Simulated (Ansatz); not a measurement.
Two isomers of C3H5N: A = `C1=NCC1`, B = `C#CNC`.

Computed with Ansatz on PBE0-D4/def2-TZVP structures; ΔE is electronic, products minus reactants. CCSD(T)/CBS is the MP2 limit (def2-TZVPP, def2-QZVPP) plus CCSD(T) − MP2 in def2-TZVPP, frozen cores. Functionals use def2-TZVPP.

Question: Which is lower in electronic energy at CCSD(T)/CBS, and by how much? (An estimate is asked.)

Answer: Computed: A, by 15.3 kcal/mol.

Question: Give E(B) − E(A) in kcal/mol with MP2/def2-TZVPP, BLYP-D4, CCSD(T)/def2-TZVPP, LDA (SPW92), PBE-D4, r2SCAN-D4, HF/def2-TZVPP. (An estimate is asked.)

Answer: The calculation gave: MP2/def2-TZVPP 14.7, BLYP-D4 11.0, CCSD(T)/def2-TZVPP 16.5, LDA (SPW92) 17.2, PBE-D4 16.4, r2SCAN-D4 15.1, HF/def2-TZVPP 11.4. None reverses the order clearly.

Question: Does the order hold for the free energy at 298.15 K (harmonic terms from PBE0-D4)? (Estimate.)

Answer: The calculation gave: Yes: G(B) − G(A) = +13.1 kcal/mol.

Largest T1 diagnostic: 0.012.

At CCSD(T), def2-SVP lies +2.0 kcal/mol from the extrapolated value and def2-TZVPP +1.1 kcal/mol. From BLYP to BHLYP (50 % exact exchange), in def2-TZVPP and without D4, E(B) − E(A) moves by +2.3 kcal/mol.
